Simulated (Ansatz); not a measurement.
## hcp Ho

Computed with PBE-D3(BJ) (Ansatz, a first-principles code, PAW).

Settings: plane-wave cutoff 500 eV, 24×24×14 k mesh (along the axes of the cell as run), Fermi–Dirac smearing 0.1 eV, spin-polarised with parallel moments, scalar-relativistic PAW data made under PBE.

Cell (relaxed at this level):

```yaml
crystal:
  lattice:
    - [1.79906, -3.11606, 0.00000]
    - [1.79906, 3.11606, 0.00000]
    - [0.00000, 0.00000, 5.79073]
  atoms:
    - { symbol: Ho, position: [0.33333, 0.66667, 0.25000] }
    - { symbol: Ho, position: [0.66667, 0.33333, 0.75000] }
```

```
Property                                                      Value
----------------------------------------------------------  -------
magnetic moment per atom (the cell's total over its atoms)  3.69 μB
```

Note: the 4f shell is treated without U or exact exchange, so its levels and filling can be wrong; the collinear magnetic order is the start's and need not be the measured one.

Moments are spin moments.

Spin–orbit coupling is not included.

Static lattice: no zero-point or thermal effects.

It cost around 16 core-minutes (rough) of CPU time.
